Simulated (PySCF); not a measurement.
# One shape, several levels: SF4 (sulfur tetrafluoride)

Wanted: a comparison of 6 runs (B3LYP/STO-3G, M06-2X/STO-3G, PBE0/STO-3G, SVWN5/STO-3G, CCSDT(Q)/STO-3G, CCSD(T)/STO-3G) of SF4 (sulfur tetrafluoride). The job is set up through a Python script.

The results are computed with PySCF 2.14.0.

2 further runs of the same task are left out: 2 set aside as unsound or not needed.

### Step 1. The molecule

The species is SF4 (5 atoms), meant as a singlet with charge 0. SMILES: `FS(F)(F)F`. Geometry: relaxed at PBE0-D4/def2-TZVP.

Bond lengths: F1–S2 1.553 Å, S2–F3 1.649 Å, S2–F4 1.649 Å, S2–F5 1.553 Å. Angles: F1–S2–F3 87.6°, F1–S2–F4 87.6°, F1–S2–F5 101.3°, F3–S2–F4 172.5°, F3–S2–F5 87.6°, F4–S2–F5 87.6°.

### Step 2. A single-point energy at B3LYP/STO-3G (run 1)

geometry.xyz reads:

```xyz
5

F     -0.561200    -0.228000     1.172800
S      0.064000    -0.357400    -0.243000
F      1.536700    -0.462000     0.491400
F     -1.440100    -0.077300    -0.858200
F      0.400600     1.124600    -0.563100
```

calc.py reads:

```python
# FS(F)(F)F
from pyscf import gto, dft

mol = gto.M(
    atom='geometry.xyz',
    basis='sto-3g',
    max_memory=1860,
    verbose=3,
    charge=0,
)

mf = dft.RKS(mol)
mf.xc = 'b3lyp'
mf.conv_tol = 1e-10
mf.grids.level = 5
mf.kernel()
if not mf.converged:
    mf = mf.newton().run(mf.mo_coeff, mf.mo_occ)

energy = mf.e_tot
print('E(%s) = %.9f' % ('B3LYP', energy))
```

On the command line:

```bash
OMP_NUM_THREADS=1 python calc.py
```

Standard output:

```text
converged SCF energy = -787.034156159217
E(B3LYP) = -787.034156159
```

Run time: 5.4 s. Hardware: 1 thread of Arm Neoverse V1, shared host; peak memory 0.24 GiB.

### Step 3. The energy at M06-2X/STO-3G (run 2)

job.py reads:

```python
from pyscf import gto, dft

mol = gto.M(
    atom='''
F     -1.060514    -0.430858     2.216271
S      0.120942    -0.675388    -0.459203
F      2.903942    -0.873053     0.928611
F     -2.721395    -0.146076    -1.621763
F      0.757024     2.125186    -1.064105
''',
    verbose=3,
    spin=0,
    unit='bohr',
    max_memory=1860,
    basis='sto-3g',
)

mf = dft.RKS(mol, xc='m06-2x')
mf.grids.level = 5
mf.conv_tol = 1e-10
mf.kernel()
if not mf.converged:
    mf = mf.newton().run(mf.mo_coeff, mf.mo_occ)

e_tot = mf.e_tot
print('E(%s) = %.9f' % ('M06-2X', e_tot))
```

On the command line:

```bash
OMP_NUM_THREADS=1 python job.py
```

Standard output:

```text
converged SCF energy = -787.08564446357
E(M06-2X) = -787.085644464
```

Run time: 7.8 s. Hardware: 1 thread of Arm Neoverse V1, shared host; peak memory 0.25 GiB.

Runs 3 to 4 aren't shown in full; the table further down has their settings and results.

### Step 4. The energy at CCSDT(Q)/STO-3G (run 5)

input.py reads:

```python
from pyscf import gto, cc

mol = gto.M(
    atom='''
F     -1.060514    -0.430858     2.216271
S      0.120942    -0.675388    -0.459203
F      2.903942    -0.873053     0.928611
F     -2.721395    -0.146076    -1.621763
F      0.757024     2.125186    -1.064105
''',
    verbose=3,
    unit='bohr',
    max_memory=1860,
    basis='sto-3g',
)

mf = mol.RHF()
mf.conv_tol = 1e-10
mf.kernel()
if not mf.converged:
    mf = mf.newton().run(mf.mo_coeff, mf.mo_occ)

mycc = cc.CCSDT(mf, frozen=9)
mycc.kernel()
e_bracket, e_q = mycc.ccsdt_q()
e_final = mycc.e_tot + e_q
print('Final energy', e_final)
```

On the command line:

```bash
OMP_NUM_THREADS=1 python input.py
```

Standard output:

```text
converged SCF energy = -785.00488683129
_make_eris_incore_RCCSDT
RCCSDT converged
E(RCCSDT) = -785.1480826418885   E_corr = -0.1431958105988162
E_corr(same-spin) = -0.0163102569371585
E_corr(oppo-spin) = -0.126885553661658
_make_eris_incore_RCCSDT
Final energy -785.1486452806417
```

It took 21 s on 1 thread of Arm Neoverse V1, shared host; peak memory 0.13 GiB.

### Step 5. A single-point energy at CCSD(T)/STO-3G (run 6)

input.py reads:

```python
from pyscf import gto, cc

mol = gto.Mole()
mol.atom = '''
F   -0.561200  -0.228000   1.172800
S    0.064000  -0.357400  -0.243000
F    1.536700  -0.462000   0.491400
F   -1.440100  -0.077300  -0.858200
F    0.400600   1.124600  -0.563100
'''
mol.verbose = 3
mol.max_memory = 1860
mol.spin = 0
mol.basis = 'sto-3g'
mol.build()

calc0 = mol.RHF()
calc0.conv_tol = 1e-10
calc0.kernel()
if not calc0.converged:
    calc0 = calc0.newton().run(calc0.mo_coeff, calc0.mo_occ)

mycc = cc.CCSD(calc0, frozen=9)
mycc.kernel()
e_t = mycc.ccsd_t()
e_final = mycc.e_tot + e_t
print(f'total energy: {e_final:.8f} hartree')
```

On the command line:

```bash
OMP_NUM_THREADS=1 python input.py
```

Standard output:

```text
converged SCF energy = -785.004886890032
E(CCSD) = -785.138393443107  E_corr = -0.1335065530750854
CCSD(T) correction = -0.00753364653524168
total energy: -785.14592709 hartree
```

Wall time 0.97 s (1 thread of Arm Neoverse V1, shared host); peak memory 0.12 GiB.

### Step 6. Overview of the runs

```csv
run,level,integration grid,frozen core orbitals,energy (Eh),dipole moment (D) of the reference,HOMO energy (eV),LUMO energy (eV),wall time
1,B3LYP/STO-3G,5,–,-787.034156,0.45,-2.62,4.00,5.4 s
2,M06-2X/STO-3G,5,–,-787.085644,0.49,-4.51,5.32,7.8 s
3,PBE0/STO-3G,5,–,-786.631102,0.44,-2.96,4.17,5.1 s
4,SVWN5/STO-3G,5,–,-783.099249,0.33,-0.98,3.41,3.6 s
5,CCSDT(Q)/STO-3G,–,9,-785.148645,0.65,-6.88,8.58,21 s
6,CCSD(T)/STO-3G,–,9,-785.145927,0.65,-6.88,8.58,0.97 s
```

### Step 7. Outcome

| quantity | value |
| --- | --- |
| run 6: total energy | -785.14593 Eh |
| run 6: dipole moment (Hartree–Fock density) | 0.65 D |
| run 6: HOMO energy (Hartree–Fock orbitals) | -6.88 eV |
| run 6: LUMO energy (Hartree–Fock orbitals) | 8.58 eV |
| run 6: HOMO–LUMO gap (Hartree–Fock orbitals) | 15.46 eV |
| run 6: correlation energy (9 core orbitals frozen) | -141.0 mEh |
| run 6: (T) correction | -7.53 mEh |
| run 6: T1 diagnostic | 0.012 |

In words: Over runs 1, 2, 3, 4 the dipole moment (its size) runs from 0.33 D (SVWN5/STO-3G) to 0.49 D (M06-2X/STO-3G). Over runs 1, 2, 3, 4 the HOMO–LUMO gap runs from 4.39 eV (SVWN5/STO-3G) to 9.83 eV (M06-2X/STO-3G). Totals of different functionals can't be ranked against each other. In runs 1, 2, 3, 4, 5, 6 the basis is minimal, so the values are rough. All runs together took 44 s, the longest 21 s.
